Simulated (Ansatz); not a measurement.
in.yaml

```yaml
crystal:
  periodic: [false, false, false]
  atoms:
    - {symbol: Ge, position_ang: [-0.015433, -0.009008, 1.715440]}
    - {symbol: N, position_ang: [-0.016266, -0.025151, -0.014413]}
    - {symbol: Si, position_ang: [0.031698, 0.034159, -1.701027]}
basis:
  gaussian: {orbitals: cc-pVDZ}
magnetization: {spin_polarized: true, initial_magnetization: 3}
hamiltonian: {xc: {name: BLYP}}
```

```sh
$ ansatz run in.yaml --threads 1 --pin off --events-out ev --progress --plain --max-ram 2393MiB
```

Log:

```
650 factors; integrals over basis functions are off by at most 6.1e-4 eV
mean field evaluation 1: about -65869.4325 eV, gradient 5.4e1 eV
mean field evaluation 2: about -65757.2085 eV, gradient 1.1e2 eV
mean field evaluation 4: about -65856.4506 eV, gradient 4.5e1 eV
mean field evaluation 8: about -65882.4984 eV, gradient 3.0e0 eV
mean field evaluation 16: about -65882.5937 eV, gradient 5.1e-4 eV
mean field evaluation 32: about -65880.1763 eV, gradient 1.5e1 eV
mean field evaluation 64: about -65881.0608 eV, gradient 1.1e0 eV
mean field evaluation 96: about -65881.1001 eV, gradient 3.7e0 eV
mean field -65882.59367776 eV, -2421.1406608317 hartree, gradient 1.6e-5 eV, S^2 3.766649; 12 other end points of the search recorded, 0 dependent functions left out
reference -65882.59394054 eV, -2421.1406704887 hartree; 28, 25 occupied and 31, 34 virtual orbitals, 650 factors
Total energy: -65882.59394054 eV, -2421.1406704887 hartree
```

Ran on 1 thread of Arm Neoverse V1, shared host: 16 s wall, 0.18 GiB peak host memory.
